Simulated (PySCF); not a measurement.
## From computed data to an observable: chemical shift, span and skew from a shielding tensor

H6Si2, SMILES [SiH3][SiH3]. Atoms are numbered in the order given.

```xyz
8

Si     0.0000     0.0000    -1.1722
Si     0.0000     0.0000     1.1722
H     -1.2076    -0.6906    -1.6866
H      1.2019    -0.7005    -1.6866
H      0.0057     1.3911    -1.6866
H     -1.2076     0.6906     1.6866
H      1.2019     0.7005     1.6866
H      0.0057    -1.3911     1.6866
```
Charge 0, spin multiplicity 1.

Coordinates come from a B3LYP-D3(BJ)/def2-TZVP optimisation.

GIAO shieldings from B3LYP/pcSseg-2 in PySCF, non-relativistic, no solvent. The symmetric part of the tensor of Si1 has the principal values 435.2, 435.2, 442.7 ppm. The same nucleus in TMS has σ = 325.2 ppm at this level (PySCF, at its B3LYP-D3(BJ)/def2-TZVP geometry).

Q: Work out the isotropic shielding, the ²⁹Si shift against TMS, the span and the skew.

A: 
σ(iso) = (σ11 + σ22 + σ33)/3 = 437.7 ppm. δ = σ(ref) − σ(iso) = 325.2 − (437.7) = -112.5 ppm.
Span Ω = σ33 − σ11 = 7.5 ppm. Skew κ = 3(σ(iso) − σ22)/Ω = 1.00, an axial tensor. Tumbling in solution averages the tensor to δ; in a static solid the shielding alone would spread this spin-1/2 line over Ω.
